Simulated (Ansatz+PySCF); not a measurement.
The numbers below are computed, except where a source is named.
# Several solutions for singlet C₄H₄S

| atom | x (Å) | y (Å) | z (Å) |
| --- | --- | --- | --- |
| S | 0.0000 | 0.0000 | 1.1893 |
| C | 0.0000 | 1.2350 | -0.0031 |
| C | 0.0000 | -1.2350 | -0.0031 |
| C | 0.0000 | 0.7120 | -1.2695 |
| C | 0.0000 | -0.7120 | -1.2695 |
| H | 0.0000 | 2.2833 | 0.2931 |
| H | 0.0000 | -2.2833 | 0.2931 |
| H | 0.0000 | 1.3256 | -2.1717 |
| H | 0.0000 | -1.3256 | -2.1717 |

Basis set: def2-SVP (spherical functions). Charge 0, multiplicity 1.

CASSCF(2,2) was run from several starts with Ansatz (development build ahead of 0.2.0) and PySCF 2.14.0. The starts are those of the Hartree–Fock orbitals from which the active space was taken at the frontier.

```csv
run,program,start,converged,energy (hartree),<S²>
A,Ansatz,search for the lowest state,yes,-551.08766,0.00
B,Ansatz,"atomic start, no search",yes,-551.08080,0.00
C,PySCF,program defaults,yes,-551.08080,0.00
D,Ansatz,stability test followed,yes,-551.08766,0.00
```

(1) Which runs reached the lowest solution of this kind, and what is wrong with the others?

Results:

(1) A, D reached the lowest solution found. Converged but too high: B by 0.19 eV, C by 0.19 eV. Convergence only shows a stationary point; in CASSCF the end hangs on which orbitals enter the active space. Caution: other starts end on other solutions of this active space.
